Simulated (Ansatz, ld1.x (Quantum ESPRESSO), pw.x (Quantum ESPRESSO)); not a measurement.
## bismuth (Bi): does the TM potential hold in the solid?

| Property | Result |
| --- | --- |
| Element | Bi |
| Generator | ld1.x (Quantum ESPRESSO) 7.5 |
| Type | norm-conserving Troullier–Martins (Kleinman–Bylander form) |
| Functional | PBEsol |
| Relativity | scalar-relativistic |
| Frozen core | [Xe] 4f14 |
| Valence charge | 15 |
| Reference configuration | 5d10 6s1 6p4 |
| Partial waves | 6s (bound): rc 1.80 bohr; 6p (bound): rc 1.95 bohr; 5d (bound): rc 1.85 bohr |
| Local potential | the d channel |
| Core correction | a·sin(br)/r model core inside 1.40 bohr |

Atomic tests: cutoffs needed: 55 Ry and 90 Ry (the cutoffs (Ry, on a coarse ladder) from which the occupation-weighted sum of valence levels, in a spherical-Bessel basis at the reference potential, stays within 10 and 1 mRy of its value at 400 Ry); ghost test: ghost states, extra bound levels that the all-electron valence spectrum of the same l lacks: s at -103.7 eV, p at -23.4 eV; a true bound ghost makes a file unfit for plane-wave use (spherical-Bessel basis up to 400 Ry, 20 bohr box); largest excitation error: -55 meV (all-electron minus pseudo) for 5d10 6s1 6p0, out of 7 test configurations.

Crystal test: sc Bi in pw.x 7.5, no spin, 10³ k-points, Fermi–Dirac smearing 0.01 Ry, cutoffs 110/440 Ry. The reference is all-electron LAPW (Ansatz 0.2.0) with the same functional, mesh and smearing; V0 and B0 come from Birch–Murnaghan fits to the pressures at five volumes. Errors are pseudo minus all-electron; Δ is the rms difference of the E(V) curves that follow from these fits, minima aligned, over ±6 % about the mean V0. Mesh and smearing are coarse, so the numbers serve the comparison and aren't converged zero-temperature values; the lattice is a test structure that the element need not adopt.

All-electron: a0 = 3.223 Å (V0 = 33.48 Å³/atom), B0 = 52.4 GPa.

**Question.** How far does the potential miss the all-electron equation of state?

**Answer.** mean pressure error (GPa): -8.15. The pressure does not cross zero within the volumes sampled, so no fit is given. This is a poor potential for the solid. The pseudo pressure rises with volume over part of the range, a mechanical instability. Note: ghost states, extra bound levels that the all-electron valence spectrum of the same l lacks: s at -103.7 eV, p at -23.4 eV. A true bound ghost makes a file unfit for plane-wave use.

```json
{"V (Å³/atom)": "31.796", "P all-electron (GPa)": "3.04", "P pseudo (GPa)": "-7.97"}
{"V (Å³/atom)": "32.632", "P all-electron (GPa)": "1.42", "P pseudo (GPa)": "-8.00"}
{"V (Å³/atom)": "33.469", "P all-electron (GPa)": "0.01", "P pseudo (GPa)": "-7.98"}
{"V (Å³/atom)": "34.306", "P all-electron (GPa)": "-1.21", "P pseudo (GPa)": "-7.94"}
{"V (Å³/atom)": "35.142", "P all-electron (GPa)": "-2.27", "P pseudo (GPa)": "-7.87"}
```

**Question.** At the middle volume, how do free energy and pressure move when the wave cutoff is lowered (ecutrho kept at four times it)?

**Answer.**

| cutoff (Ry) | shift of F (meV/atom) | shift of P (GPa) |
| --- | --- | --- |
| 50 | +425.5 | -5.14 |
| 66 | +131.6 | -2.15 |
| 88 | +15.7 | -0.40 |

The run at the middle volume (56 k-points, 11 iterations) took about 51 s on one core of a shared host (Neoverse-V2, 96 threads, 742 GiB, load 18).
